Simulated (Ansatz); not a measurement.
Reaction (SMILES): C(=O)N + 3 [H][H] (H2) → C (CH4) + N (NH3) + O (H2O)
B3LYP-D3(BJ)/def2-TZVP geometries, fixed; electronic energies without zero-point terms.

Basis-set convergence of the energy of full hydrogenation at B3LYP with Ansatz (an electronic-structure program). Cartesian d functions, on some or all atoms, in 6-31G*; all else is spherical. The program fits the integrals of some runs and decomposes those of others, by size. Species with rotatable bonds are taken in one conformer. No added dispersion term, no relativity. Functions are those of the species that has most. Reference: the value in aug-pcseg-3, -51.85 kcal/mol, itself unsure by roughly 0.04 kcal/mol (its mean distance from aug-cc-pVQZ, def2-QZVPPD, pcseg-3). Deviations are taken from unrounded values.

| basis | functions | energy of full hydrogenation (kcal/mol) | minus reference (kcal/mol) |
|---|---|---|---|
| 3-21G | 33 | -27.52 | 24.34 |
| pcseg-0 | 33 | -32.67 | 19.19 |
| def2-SV(P) | 48 | -25.55 | 26.30 |
| 6-31G* | 51 | -37.54 | 14.31 |
| pcseg-1 | 57 | -43.99 | 7.86 |
| 6-311G** | 72 | -45.30 | 6.55 |
| def2-SVPD | 87 | -54.13 | -2.28 |
| aug-pcseg-1 | 96 | -51.10 | 0.75 |
| cc-pVTZ | 132 | -48.46 | 3.39 |
| def2-TZVPD | 141 | -49.88 | 1.97 |
| cc-pVQZ | 255 | -50.13 | 1.72 |
| pcseg-3 | 279 | -51.79 | 0.06 |
| def2-QZVPPD | 291 | -51.89 | -0.04 |

The smallest set listed that lies within 1 kcal/mol of the reference with all its larger relatives (same family, alike in diffuse functions; a set with none counts only in the reference's own line) is aug-pcseg-1 (96 functions, 0.75 kcal/mol off). Inside, with no larger relative to test it: pcseg-3, def2-QZVPPD. (Relatives not listed, tested too: aug-pcseg-2 -0.51, aug-pcseg-3 0.00 kcal/mol.)
